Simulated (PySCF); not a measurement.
**Magnetisability: `InChI=1S/ClH.Na/h1H;/q;+1/p-1`**

Geometry:
```json
{"atom": "Na1", "x (Å)": "1.281", "y (Å)": "0.319", "z (Å)": "0.051"}
{"atom": "Cl2", "x (Å)": "-1.058", "y (Å)": "0.327", "z (Å)": "0.041"}
```

Theory: PySCF, GIAO CAM-B3LYP/aug-pcSseg-2 magnetisability, rotational g tensor and spin-rotation constants, non-relativistic, gas phase. Geometry: PBE0-D3(BJ)/def2-SVP.

**Question.** What are the magnetisability and the molar susceptibility?

**Answer.** Isotropic -576 × 10⁻³⁰ J/T², or -34.7 × 10⁻⁶ cm³/mol; principal values -576, -576, -575 × 10⁻³⁰ J/T², anisotropy 1 × 10⁻³⁰ J/T² (root of half the summed squared differences of the principal values). The susceptibility is in cgs units.

**Question.** Split it along the inertial axes a, b, c into diamagnetic and paramagnetic parts about the centre of mass, with the quadrupole moment.

**Answer.** 
```
axis  χ (10⁻⁶ cm³/mol)  diamagnetic (10⁻⁶ cm³/mol)  paramagnetic (10⁻⁶ cm³/mol)  summed x² of all electrons (Å²)  quadrupole Θ (D Å)
   a             -34.6                       -34.6                          0.0                             38.9               +8.17
   b             -34.7                      -182.5                        147.8                              4.1               -4.08
   c             -34.7                      -182.5                        147.8                              4.1               -4.08
```
Anisotropies 2χaa − χbb − χcc = +0.1 and 2χbb − χaa − χcc = -0.1 × 10⁻⁶ cm³/mol. Θ is traceless in Buckingham's convention.

**Question.** And the rotational g tensor?

**Answer.** 
| axis | rotational constant (GHz) | g | nuclear part | electronic part |
| --- | --- | --- | --- | --- |
| b | 6.6583 | +0.0228 | 0.4850 | -0.4622 |
| c | 6.6583 | +0.0228 | 0.4850 | -0.4622 |

Linear; isotopes 35Cl, 23Na; no vibrational averaging.
